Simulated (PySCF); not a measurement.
# chloroethane (C₂H₅Cl): electronic excitations and core binding energies

What electronic excitations and core binding energies should chloroethane (C₂H₅Cl) (`CCCl`) show?

Computed with PySCF 2.14.0, with density-fitted response routines of our own, on a single molecule in the gas phase. Atoms are numbered from 0 throughout.

## 1. The molecule as given

8 atoms, charge 0, multiplicity 1; geometry from: GFN2-xTB.

Bonds of the start (Å): C0–C1 1.51, C1–Cl2 1.79, C0–H3 1.09, C0–H4 1.09, C0–H5 1.09, C1–H6 1.09, C1–H7 1.09.

## 2. TDDFT and polarisability: CAM-B3LYP/def2-SVPD

The job: settings as JSON, then the geometry in Å.

```
{"job": {"kind": "uv", "xc": "CAM-B3LYP", "basis": "def2-SVPD", "nstates": 8, "ntriplets": 3}, "charge": 0, "multiplicity": 1}
C     -0.796986     0.041376    -0.042231
C      0.699432    -0.191177    -0.016036
Cl     1.559180     1.295443     0.483938
H     -1.156363     0.328988     0.942472
H     -1.051153     0.828643    -0.747576
H     -1.298248    -0.875567    -0.345049
H      1.081254    -0.454223    -1.002315
H      0.971943    -0.964070     0.702232
```

With the program's defaults for keys left out, this is: TDDFT CAM-B3LYP/def2-SVPD, vertical, gas phase, core orbitals frozen in the response.

**Question.** This job is followed by: delta-SCF UKS SCAN, pcX-2 on the ionised atom, pcseg-1 elsewhere, spin-free X2C. What will the session give for the following? lowest singlet (CAM-B3LYP/def2-SVPD); brightest single state of those computed; lowest triplet; C1s binding energies, SCAN/pcX-2; Cl1s binding energies, SCAN/pcX-2; Cl2p binding energies, SCAN/pcX-2.

The runs gave:

| quantity | value |
| --- | --- |
| lowest singlet (CAM-B3LYP/def2-SVPD) | 7.41 eV (167 nm), f = 0.002 |
| brightest single state of those computed | state 8, 9.28 eV, f = 0.058 |
| lowest triplet | 6.73 eV |
| C1s binding energies, SCAN/pcX-2 | C1 292.43, C0 291.17 eV |
| Cl1s binding energies, SCAN/pcX-2 | Cl2 2828.48 eV |
| Cl2p binding energies, SCAN/pcX-2 | Cl2 206.43 eV |

In words: The lowest singlet, at 7.41 eV, is HOMO→LUMO+1 0.48, HOMO→LUMO 0.41 and is weak; of the 8 states computed, the strongest absorption comes from state 8 at 9.28 eV (the last computed, so partners may be missing). The lowest triplet lies 0.68 eV below the lowest singlet (triplets in Tamm-Dancoff, singlets in full TDDFT). C1 (sp3 CH2 bonded to Cl) binds its C1s electron 1.27 eV more tightly than C0 (methyl carbon).
